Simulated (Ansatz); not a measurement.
Relaxation of CH7Si2 (10 atoms, charge 1, multiplicity 1), to a largest force component of 0.015 eV/Å in at most 40 steps.

Level of theory: RKS PBE0-D4/def2-SVP (Ansatz 0.2.0).

```xyz
10
Properties=species:S:1:pos:R:3:forces:R:3
Si -1.414 0.620 -0.866 1.57 -0.40 0.17
C 0.354 0.146 -0.641 -1.02 0.19 0.13
Si 0.876 -0.596 1.137 -0.24 0.46 -0.81
H -2.435 -0.330 -1.286 -0.27 -0.40 -0.13
H -1.909 1.958 -0.573 -0.07 0.46 0.15
H 0.646 -0.613 -1.372 -0.08 -0.45 -0.20
H 1.005 1.009 -0.804 0.11 0.45 0.12
H 0.486 0.435 2.093 -0.17 0.26 0.46
H 2.324 -0.762 1.052 0.45 -0.09 -0.07
H 0.130 -1.842 1.252 -0.27 -0.49 0.18
```

**Question.** Where does it end, and by what steps?

**Answer.** It converged. Limits of this set-up: the dipole of an ion depends on the origin. After 7 steps the energy has fallen by 0.109 eV; H5 moved furthest, 0.16 Å.

```
step  energy less start (eV)  largest force component (eV/Å)  accepted
   0                  0.0000                           1.567       yes
   1                 -0.0948                           0.582       yes
   2                 -0.1068                           0.122       yes
   3                 -0.1080                           0.043       yes
   4                 -0.1088                           0.036       yes
   5                 -0.1092                           0.036       yes
   6                 -0.1092                           0.055       yes
   7                 -0.1094                           0.006       yes
```

```xyz
10
Properties=species:S:1:pos:R:3
Si -1.352 0.586 -0.839
C 0.379 0.168 -0.704
Si 0.817 -0.551 1.082
H -2.358 -0.421 -1.244
H -1.854 1.917 -0.428
H 0.670 -0.630 -1.408
H 1.026 1.055 -0.815
H 0.437 0.487 2.076
H 2.280 -0.793 1.015
H 0.019 -1.792 1.257
```

Whether the end is a true minimum wasn't checked by a vibrational analysis.

Run time: 18 s on 1 thread of Intel(R) Xeon(R) Platinum 8488C (Sapphire Rapids), on a shared host, peak memory 0.18 GiB.
